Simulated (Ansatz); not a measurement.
System: diamond. Method: HSE06 (Ansatz, an electronic-structure program, PAW).

Settings: plane-wave cutoff 520 eV, 12×12×12 k mesh, finite displacements, scalar-relativistic PAW data made under PBE.

Computed at the level's own relaxed cell.

```cif
data_C2
_chemical_formula_sum 'C2'
_space_group_name_H-M_alt 'P 1'
_space_group_IT_number 1
_cell_length_a 2.50703
_cell_length_b 2.50703
_cell_length_c 2.50703
_cell_angle_alpha 60.000
_cell_angle_beta 60.000
_cell_angle_gamma 60.000
loop_
_space_group_symop_operation_xyz
  'x, y, z'
loop_
_atom_site_label
_atom_site_type_symbol
_atom_site_fract_x
_atom_site_fract_y
_atom_site_fract_z
_atom_site_occupancy
C1 C 0.50000 0.50000 0.50000 1
C2 C 0.75000 0.75000 0.75000 1
```

Harmonic phonon frequencies (cm⁻¹; i marks an imaginary mode):

```
q point                  frequencies
-------  ---------------------------
Γ                                  ?
X        806 806 1122 1122 1244 1244
L        563 563 1089 1267 1267 1296
```

Question: Complete the blanks.

Answer: 
- Γ, frequencies: 0 0 0 1372 1372 1372

Measured, for comparison: zone-centre TO phonon frequency 1333 cm⁻¹ (low temperature, zero-point motion not removed; as tabulated in Kunc et al. (2003), arXiv:cond-mat/0304692). Computed (rounded) less measured: zone-centre TO phonon frequency +3 %.

No imaginary mode appears at these points.
